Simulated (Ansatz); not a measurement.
Geometry optimisation, RKS CAM-B3LYP/6-31G* (Ansatz 0.2.0).

Input file:

```yaml
crystal:
  periodic: [false, false, false]
  atoms:
    - { symbol: Si, position_ang: [0.140184, -0.386793, -0.417306] }
    - { symbol: H, position_ang: [0.773743, 0.59928, 1.981315] }
    - { symbol: H, position_ang: [1.41345, 0.347604, -0.422639] }
    - { symbol: O, position_ang: [-1.018459, 0.745229, -0.109843] }
    - { symbol: H, position_ang: [-1.940371, 0.461925, -0.132184] }
    - { symbol: H, position_ang: [-0.126794, -1.030601, -1.734774] }
    - { symbol: O, position_ang: [0.213699, -1.627898, 0.697248] }
    - { symbol: H, position_ang: [-0.10444, -2.478613, 0.369172] }
    - { symbol: H, position_ang: [0.826489, -0.083332, 2.164612] }
basis:
  gaussian: { orbitals: "6-31G*" }
hamiltonian:
  xc: cam_b3lyp
relax:
  f_tol: 0.03
  max_steps: 50
output:
  orbitals: {}
```

Launched with:

```bash
$ ansatz run input.yaml --threads 2 --pin off --max-ram 3072MiB --backend cpu --events-out ev --progress --plain --runs-dir out
```

Problem. Where does it end, and by what steps?

Solution. It converged. The force dipped under the threshold on the way, but the program's further checks kept it going. After 24 steps the energy has fallen by 0.190 eV; H2 moved furthest, 1.90 Å.

```tsv
step	energy less start (eV)	largest force component (eV/Å)	accepted
0	0.0000	1.514	yes
1	-0.0996	0.212	yes
2	-0.1346	0.164	yes
3	-0.1493	0.203	yes
4	-0.1568	0.170	yes
5	-0.1607	0.160	yes
6	-0.1650	0.263	yes
7	-0.1662	0.213	yes
8	-0.1658	0.472	no
9	-0.1698	0.072	yes
10	-0.1720	0.173	yes
11	-0.1735	0.261	yes
12	-0.1763	0.107	yes
13	-0.1794	0.098	yes
14	-0.1808	0.216	yes
15	-0.1832	0.131	yes
16	-0.1851	0.021	yes
17	-0.1863	0.248	yes
18	-0.1875	0.090	yes
19	-0.1887	0.099	yes
20	-0.1893	0.133	yes
21	-0.1898	0.053	yes
22	-0.1901	0.013	yes
23	-0.1903	0.019	yes
24	-0.1904	0.021	yes
```

```xyz
9
Properties=species:S:1:pos:R:3
Si -0.019 -0.342 -0.905
H 1.244 -0.193 3.644
H 1.074 0.463 -1.472
O -1.324 0.666 -0.869
H -2.190 0.281 -0.687
H -0.341 -1.547 -1.721
O 0.492 -0.861 0.582
H 0.124 -1.689 0.915
H 1.117 -0.232 2.909
```

Run time: 43 s on 2 threads of AMD EPYC 7R43 64-Core Processor (Zen 3), on a shared host, peak memory 0.14 GiB.
